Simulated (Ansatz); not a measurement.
Geometry optimisation, Ansatz 0.2.0, RKS LDA/def2-SVP.

The input (input.yaml):

```yaml
crystal:
  periodic: [false, false, false]
  atoms:
    - { symbol: B, position_ang: [0.098492, -0.02303, 0.107093] }
    - { symbol: H, position_ang: [0.190285, -0.455691, 1.219592] }
    - { symbol: F, position_ang: [1.215533, 0.448956, -0.420142] }
    - { symbol: "N", position_ang: [-1.082488, 0.002208, -0.623384] }
    - { symbol: H, position_ang: [-1.966642, -0.349384, -0.254779] }
    - { symbol: H, position_ang: [-1.13328, 0.376941, -1.574579] }
basis:
  gaussian: { orbitals: def2-SVP }
hamiltonian:
  xc: lda
relax:
  f_tol: 0.03
  max_steps: 50
```

Run as:

```bash
$ ansatz run input.yaml --threads 1 --pin off --max-ram 2048MiB --backend cpu --events-out ev --progress --plain --runs-dir out
```

**Question.** Where does it end, and by what steps?

**Answer.** It converged. After 4 steps the energy has fallen by 0.019 eV; H2 moved furthest, 0.04 Å.

| step | energy less start (eV) | largest force component (eV/Å) | accepted |
| --- | --- | --- | --- |
| 0 | 0.0000 | 0.552 | yes |
| 1 | -0.0168 | 0.145 | yes |
| 2 | -0.0194 | 0.033 | yes |
| 3 | -0.0194 | 0.031 | no |
| 4 | -0.0195 | 0.028 | yes |

```xyz
6
Properties=species:S:1:pos:R:3
B 0.109 -0.017 0.104
H 0.154 -0.472 1.237
F 1.222 0.461 -0.450
N -1.076 0.003 -0.620
H -1.957 -0.352 -0.246
H -1.130 0.377 -1.572
```

Whether the end is a true minimum wasn't checked by a vibrational analysis.

Time of the run: 3.7 s on 1 thread of Arm Neoverse V2, on a shared host, peak memory 0.12 GiB.
